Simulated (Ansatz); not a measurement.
**NO⁺, quintet: reading a ladder of total energies**

Geometry: that of the NO⁺, triplet, kept fixed. The triplet lies 4.2 eV lower here.

```xyz
2

N     0.0000    0.0000    0.0000
O     0.0000    0.0000    1.2679
```

Basis 6-31G; Ansatz 0.2.0. Only valence electrons are correlated (noble-gas cores frozen), which leaves 10 electrons in 16 orbitals. Prefix R: restricted or restricted open-shell reference; prefix U: unrestricted.

Full CI is exact within this basis and frozen core; it isn't the basis-set limit. The frozen core follows each run's orbitals, which can shift R against U totals by a few meV.

UCCSD has a T1 diagnostic of 0.025 and a largest doubles amplitude of 0.08.

Runs differ by some tens of microhartree through their thresholds and, for an open shell, their frozen cores, so the step to full CI, which has another core, is uncertain by up to 0.1 kcal/mol.

```tsv
level	total energy (hartree)
UHF	-128.575517
UMP2	-128.688367
UCCSD	-128.708594
UCCSD(T)	-128.711120
UCCSDT	-128.711683
UCCSDT(Q)	-128.711999
UCCSDTQ	-128.712011
full CI	-128.711948
```

What is the correlation energy at full CI, and what share of it do UMP2 and UCCSD(T) recover?

E(corr) = -128.711948 − (-128.575517) = -0.136431 hartree = -3.712 eV. UMP2: -0.112850 / -0.136431 = 82.72 %. UCCSD(T): -0.135603 / -0.136431 = 99.39 %.

By how many kcal/mol does UCCSD(T) miss full CI (1 hartree = 627.509 kcal/mol), and which steps make up the rest?

-128.711120 − (-128.711948) = 0.000828 hartree = 0.52 kcal/mol. Steps: UCCSDT − UCCSD(T) = -0.35, UCCSDT(Q) − UCCSDT = -0.20, UCCSDTQ − UCCSDT(Q) = -0.01, full CI − UCCSDTQ = 0.04 kcal/mol. That is within 1 kcal/mol of the reference in this basis, which itself misses far more of the correlation at the basis-set limit.
